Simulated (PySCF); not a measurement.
# BS: basis, grid and Hamiltonian

Which parts of the numerical set-up matter for BS? Each run edits the base script.

The runs use PySCF 2.14.0; each script names its method and basis.

**1. The system as given**

BS: 2 atoms, charge 0, spin multiplicity 2.

Bond lengths: B1–S2 1.701 Å.

**2. The base run**

input.py

```python
from pyscf import gto, scf, mp

mol = gto.M(
    atom='B 0 0 0; S 0 0 1.701',
    basis='sto-3g',
    charge=0,
    spin=1,
    verbose=4,
)
mf = scf.UHF(mol)
mf.kernel()
mp.MP2(mf, frozen=6).kernel()
mf.dip_moment()
print('orbital energies (hartree):', [e[max(0, n-3):n+3].round(4) for e, n in zip(mf.mo_energy, mol.nelec)])
```

Run with:

```console
OMP_NUM_THREADS=1 python input.py
```

Its log is not repeated here.

In short: E(SCF) = -417.451946 Eh, 14 cycles, E(MP2) − E(SCF) = -0.07628 Eh, ⟨S²⟩ = 1.171, μ = 0.94 D (of the SCF density).

⟨S²⟩ = 1.17 against 0.75 for a pure state: the determinant is spin-contaminated. The bond length is a typed value, not an optimised one.

**3. Def2-svp**

Edit 1 changes basis set: sto-3g → def2-svp.

input.py

```python
from pyscf import gto, scf, mp

mol = gto.M(
    atom='B 0 0 0; S 0 0 1.701',
    basis='def2-svp',
    charge=0,
    spin=1,
    verbose=4,
)
mf = scf.UHF(mol)
mf.kernel()
mp.MP2(mf, frozen=6).kernel()
mf.dip_moment()
print('orbital energies (hartree):', [e[max(0, n-3):n+3].round(4) for e, n in zip(mf.mo_energy, mol.nelec)])
```

Run with:

```console
OMP_NUM_THREADS=1 python input.py
```

**4. Spin-free X2C on**

Edit 2 changes spin-free X2C: off → on.

Changes to input.py since step 2:

```diff
@@ -10,2 +10,3 @@
 mf = scf.UHF(mol)
+mf = mf.sfx2c1e()
 mf.kernel()
```

**5. X2c-svpall (X2C on)**

Edit 3 changes basis set: sto-3g → x2c-svpall; spin-free X2C: off → on.

Changes to input.py since step 2:

```diff
@@ -4,3 +4,3 @@
     atom='B 0 0 0; S 0 0 1.701',
-    basis='sto-3g',
+    basis='x2c-svpall',
     charge=0,
@@ -10,2 +10,3 @@
 mf = scf.UHF(mol)
+mf = mf.sfx2c1e()
 mf.kernel()
```

Before running it: what results should come out? Wanted: for each run, E(SCF); from base; gap, α spin; dipole; after the SCF.

**Answer**, as computed:

```tsv
run	E(SCF) (hartree)	from base (eV)	cycles	gap, α spin (eV)	dipole (D)	functions	after the SCF
base	-417.451946	0	14	13.33	0.94	14	MP2 correlation -2.076 eV
def2-svp	-422.014623	-124.1568	14	12.03	1.59	32	MP2 correlation -4.884 eV
spin-free X2C on	-418.291727	-22.8516	14	13.33	0.97	14	MP2 correlation -2.080 eV
x2c-svpall (X2C on)	-423.089380	not comparable	14	12.02	1.57	32	MP2 correlation -4.892 eV
```

The largest comparable shift of the SCF energy, -124.157 eV, comes with the run “def2-svp”. def2-svp (32 functions) gives an energy 124.16 eV lower than sto-3g (14). Scalar relativity lowers the total energy by 22.85 eV, nearly all of it in the inner shells.
